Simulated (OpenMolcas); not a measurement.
**C2H3Al (ethynylalumane), step by step**

We compute a series of 8 runs (UHF/def2-TZVP, CASSCF(6,6)/def2-TZVP, CASPT2(6,6)/def2-TZVP, CASPT2[IPEA 0](6,6)/def2-TZVP, SC-NEVPT2(6,6)/def2-TZVP, PC-NEVPT2(6,6)/def2-TZVP, MC-PDFT[tPBE](6,6)/def2-TZVP, MC-PDFT[ftPBE](6,6)/def2-TZVP) of C2H3Al (ethynylalumane). 

The results are computed with OpenMolcas 26.06.

**1. Starting point**

C2H3Al: 6 atoms, total charge 0, spin state singlet. As SMILES, `C#[C][AlH2]`. The C1–C2 distance was set to 2.664 Å, away from the relaxed value. At this shape a bond of the SMILES string is far longer than usual.

Bond lengths: C2–Al3 1.906 Å, C1–H4 1.067 Å, Al3–H5 1.580 Å, Al3–H6 1.580 Å. Angles: C2–Al3–H5 118.8°, C2–Al3–H6 118.8°, H5–Al3–H6 122.4°.

**2. The energy at UHF/def2-TZVP (RICD fitting) (run 1)**

Contents of coord.xyz:

```xyz
6

C     -1.424834    -2.925668    -0.528378
C     -0.266100    -0.564200    -0.106200
Al     0.564800     1.124200     0.195000
H     -1.889034    -3.871168    -0.697678
H      1.356700     1.804700    -0.990500
H      0.436600     1.792000     1.621000
```

Contents of step1.inp:

```
>>> EXPORT MOLCAS_PRINT=2

&GATEWAY
 BASLIB=$CurrDir
 COORD=coord.xyz
 BASIS=def2-TZVP
 GROUP=NoSym
 RICD

&SEWARD

&SCF
 UHF
 SCRAMBLE=0.25
 PRORBITALS=1 1
```

The basis set def2-TZVP is read from a file made from the Basis Set Exchange's data (not shown).

The run is started by

```sh
$ export MOLCAS_MEM=1860
$ pymolcas step1.inp > step1.log
```

Standard output:

```text
--- Start Module: gateway ---
[...]
--- Stop Module: gateway /rc=_RC_ALL_IS_WELL_ ---
--- Start Module: seward ---
[...]
      Basis functions          117
--- Stop Module: seward /rc=_RC_ALL_IS_WELL_ ---
[...]
--- Start Module: scf ---
[...]
       Convergence after 102 Iterations
[...]
::    Total SCF energy                               -319.0703687438
[...]
      Total spin, S                                     1.1264616071
[...]
      Total electronic charge=   28.000000
      Total            charge=   -0.000000
[...]
      Dipole Moment (debye):
      Origin of the operator (angstrom)=   -0.0953   -0.2189   -0.0448
                   X= -3.4890E-01               Y= -5.8423E-01               Z=  7.4551E-02           Total=  6.8456E-01
      Quadrupole Moment (debye*angstrom):
[...]
--- Stop Module: scf /rc=_RC_ALL_IS_WELL_ ---
[...]
```

Wall time 44 s (1 thread of Intel Xeon Platinum 8259CL at 2.50GHz (Skylake/Cascade Lake), shared host); peak memory 0.089 GiB.

**3. The energy at CASSCF(6,6)/def2-TZVP (RICD fitting) (run 2)**

coord.xyz is that of step 2.

Contents of step2.inp:

```
* C2H3Al CASSCF
>>> EXPORT MOLCAS_PRINT=2

&GATEWAY
 BASLIB=$CurrDir
 COORD=coord.xyz
 BASIS=def2-TZVP
 GROUP=NoSym
 RICD

&SEWARD

&RASSCF
 FILEORB=$CurrDir/step1.UnaOrb
 SPIN=1
 NACTEL=6 0 0
 INACTIVE=11
 RAS2=6
 ORBLISTING=Nothing
 ORBAPPEAR=Compact
```

The basis set def2-TZVP is read from a file made from the Basis Set Exchange's data (not shown).

The run is started by

```sh
$ export MOLCAS_MEM=1860
$ pymolcas step2.inp > step2.log
```

Standard output:

```text
--- Start Module: gateway ---
[...]
--- Stop Module: gateway /rc=_RC_ALL_IS_WELL_ ---
--- Start Module: seward ---
[...]
      Basis functions          117
--- Stop Module: seward /rc=_RC_ALL_IS_WELL_ ---
[...]
--- Start Module: rasscf ---
[...]
      Number of active orbitals                  6
[...]
      Spin quantum number                      0.0
[...]
      Active orbitals                            6
[...]
      Number of CSFs                           175
[...]
      Number of root(s) required                 1
[...]
      Convergence after 13 iterations
[...]
      printout of CI-coefficients larger than  0.05 for root  1
      energy=    -319.127118
      conf/sym  111111     Coeff  Weight
            31  202020  -0.40083 0.16067
            34  202002   0.32138 0.10329
            43  022020   0.19944 0.03978
            46  022002  -0.17501 0.03063
            55  uu20dd  -0.27489 0.07557
            76  20uudd   0.36624 0.13413
[...]
      Natural orbitals and occupation numbers for root  1
      sym 1:   1.406241   0.594676   1.125556   0.874078   1.127187   0.872263
      ************************************************************************************************************************
      *                                                    Final results                                                     *
[...]
::    RASSCF root number  1 Total energy:   -319.12711775
[...]
      Total electronic charge=   28.000000
      Total            charge=   -0.000000
[...]
      Dipole Moment (debye):
      Origin of the operator (angstrom)=   -0.0953   -0.2189   -0.0448
                   X=  9.4665E-02               Y=  1.9241E-01               Z=  3.4097E-02           Total=  2.1713E-01
      Quadrupole Moment (debye*angstrom):
[...]
--- Stop Module: rasscf /rc=_RC_ALL_IS_WELL_ ---
[...]
```

Wall time 12 s (1 thread of Intel Xeon Platinum 8259CL at 2.50GHz (Skylake/Cascade Lake), shared host); peak memory 0.094 GiB.

**4. A single-point energy at CASPT2(6,6)/def2-TZVP (RICD fitting) (run 3)**

coord.xyz is that of step 3.

Contents of step3.inp:

```
&GATEWAY
BasLib = $CurrDir
Coord = coord.xyz
Basis = def2-TZVP
Group = NoSym
RICD
&SEWARD
&RASSCF
FileOrb = $CurrDir/step2.RasOrb
Spin = 1
Nactel = 6 0 0
Inactive = 11
Ras2 = 6
OrbListing = Nothing
OrbAppear = Compact
&CASPT2
IPEA = 0.25
Imaginary = 0.1
Frozen = 7
```

The basis set def2-TZVP is read from a file made from the Basis Set Exchange's data (not shown).

The run is started by

```sh
$ export MOLCAS_MEM=1860
$ pymolcas step3.inp > step3.log
```

Standard output:

```text
--- Start Module: gateway ---
[...]
--- Stop Module: gateway /rc=_RC_ALL_IS_WELL_ ---
[...]
      Basis functions          117
[...]
--- Start Module: rasscf ---
[...]
      Number of active orbitals                  6
[...]
      Spin quantum number                      0.0
[...]
      Active orbitals                            6
[...]
      Number of CSFs                           175
[...]
      Number of root(s) required                 1
[...]
      Convergence after  4 iterations
[...]
      printout of CI-coefficients larger than  0.05 for root  1
      energy=    -319.127118
      conf/sym  111111     Coeff  Weight
            31  202020  -0.40083 0.16067
            34  202002   0.32138 0.10329
            43  022020   0.19944 0.03978
            46  022002  -0.17501 0.03063
            55  uu20dd  -0.27489 0.07557
            76  20uudd   0.36624 0.13413
[...]
      Natural orbitals and occupation numbers for root  1
      sym 1:   1.406241   0.594676   1.125555   0.874078   1.127187   0.872263
      ************************************************************************************************************************
      *                                                    Final results                                                     *
[...]
::    RASSCF root number  1 Total energy:   -319.12711775
[...]
      Total electronic charge=   28.000000
      Total            charge=   -0.000000
[...]
      Dipole Moment (debye):
      Origin of the operator (angstrom)=   -0.0953   -0.2189   -0.0448
                   X=  9.4657E-02               Y=  1.9241E-01               Z=  3.4115E-02           Total=  2.1713E-01
      Quadrupole Moment (debye*angstrom):
[...]
--- Stop Module: rasscf /rc=_RC_ALL_IS_WELL_ ---
[...]
--- Start Module: caspt2 ---
[...]
 ###    WARNING: User changed nr of frozen orbitals.                         ###
 ###############################################################################
[...]
      E2 (Variational):          -0.2437009807
      Total energy:            -319.3708187277
[...]
      Reference weight:           0.90327
[...]
::    CASPT2 Root  1     Total energy:   -319.37081873
[...]
--- Stop Module: caspt2 /rc=_RC_ALL_IS_WELL_ ---
[...]
```

Wall time 11 s (1 thread of Intel Xeon Platinum 8259CL at 2.50GHz (Skylake/Cascade Lake), shared host); peak memory 0.12 GiB.

Runs 4 to 7 aren't shown in full; the table further down has their settings and results.

**5. A single-point energy at MC-PDFT[ftPBE](6,6)/def2-TZVP (RICD fitting) (run 8)**

coord.xyz is that of step 4.

Contents of step8.input:

```
&GATEWAY
 BASLIB=$CurrDir
 COORD=coord.xyz
 BASIS=def2-TZVP
 GROUP=NoSym
 RICD

&SEWARD

&RASSCF
 FILEORB=$CurrDir/step2.RasOrb
 SPIN=1
 NACTEL=6 0 0
 INACTIVE=11
 RAS2=6
 ORBLISTING=Nothing
 ORBAPPEAR=Compact

&MCPDFT
 KSDFT=FT:PBE
```

The basis set def2-TZVP is read from a file made from the Basis Set Exchange's data (not shown).

The run is started by

```sh
$ export MOLCAS_MEM=1860
$ pymolcas step8.input > step8.log
```

Standard output:

```text
--- Start Module: gateway ---
[...]
--- Stop Module: gateway /rc=_RC_ALL_IS_WELL_ ---
[...]
      Basis functions          117
[...]
--- Start Module: rasscf ---
[...]
      Number of active orbitals                  6
[...]
      Spin quantum number                      0.0
[...]
      Active orbitals                            6
[...]
      Number of CSFs                           175
[...]
      Number of root(s) required                 1
[...]
      Convergence after  4 iterations
[...]
      printout of CI-coefficients larger than  0.05 for root  1
      energy=    -319.127118
      conf/sym  111111     Coeff  Weight
            31  202020  -0.40083 0.16067
            34  202002   0.32138 0.10329
            43  022020   0.19944 0.03978
            46  022002  -0.17501 0.03063
            55  uu20dd  -0.27489 0.07557
            76  20uudd   0.36624 0.13413
[...]
      Natural orbitals and occupation numbers for root  1
      sym 1:   1.406241   0.594676   1.125555   0.874078   1.127187   0.872263
      ************************************************************************************************************************
      *                                                    Final results                                                     *
[...]
::    RASSCF root number  1 Total energy:   -319.12711775
[...]
      Total electronic charge=   28.000000
      Total            charge=   -0.000000
[...]
      Dipole Moment (debye):
      Origin of the operator (angstrom)=   -0.0953   -0.2189   -0.0448
                   X=  9.4657E-02               Y=  1.9241E-01               Z=  3.4115E-02           Total=  2.1713E-01
      Quadrupole Moment (debye*angstrom):
[...]
--- Stop Module: rasscf /rc=_RC_ALL_IS_WELL_ ---
[...]
--- Start Module: mcpdft ---
[...]
 ###    WARNING: Deprecation warning: KSDF should be replaced                ###
 ###    with FUNC keyword                                                    ###
 ###############################################################################
[...]
::    MCPDFT root number  1 Total energy:   -319.82149873
--- Stop Module: mcpdft /rc=_RC_ALL_IS_WELL_ ---
[...]
```

Wall time 9 s (1 thread of Intel Xeon Platinum 8259CL at 2.50GHz (Skylake/Cascade Lake), shared host); peak memory 0.095 GiB.

**6. The series**

```csv
run,level,scramble,active rule,energy (Eh),dipole moment (D) of the reference,wall time
1,UHF/def2-TZVP (RICD fitting),0.25,–,-319.070369,0.68,44 s
2,"CASSCF(6,6)/def2-TZVP (RICD fitting)",–,uhf natural orbitals,-319.127118,0.22,12 s
3,"CASPT2(6,6)/def2-TZVP (RICD fitting)",–,uhf natural orbitals,-319.370819,0.22,11 s
4,"CASPT2[IPEA 0](6,6)/def2-TZVP (RICD fitting)",–,uhf natural orbitals,-319.385781,0.22,15 s
5,"SC-NEVPT2(6,6)/def2-TZVP (RICD fitting)",–,uhf natural orbitals,-319.354376,0.22,9.9 s
6,"PC-NEVPT2(6,6)/def2-TZVP (RICD fitting)",–,uhf natural orbitals,-319.354702,0.22,9.3 s
7,"MC-PDFT[tPBE](6,6)/def2-TZVP (RICD fitting)",–,uhf natural orbitals,-319.728808,0.22,9 s
8,"MC-PDFT[ftPBE](6,6)/def2-TZVP (RICD fitting)",–,uhf natural orbitals,-319.821499,0.22,9 s
```

**7. Summary of results**

| quantity | value |
| --- | --- |
| run 8, MC-PDFT[ftPBE](6,6)/def2-TZVP: total energy | -319.82150 Eh |
| run 8, MC-PDFT[ftPBE](6,6)/def2-TZVP: dipole moment (CASSCF density) | 0.22 D |

Below the UHF energy at the same shape and in the same basis (def2-TZVP): CASSCF(6,6) -56.7 mEh; CASPT2(6,6) -300.4 mEh; CASPT2[IPEA 0](6,6) -315.4 mEh; SC-NEVPT2(6,6) -284.0 mEh; PC-NEVPT2(6,6) -284.3 mEh. Active-space methods hold only the correlation inside their space unless a perturbation or CI step follows. Spin contamination of the reference: run 1 ⟨S²⟩ = 2.40. Where it is this large, the reference is a mixture of spin states, and values that rest on it are in doubt. All runs together took 2 min, the longest 44 s.
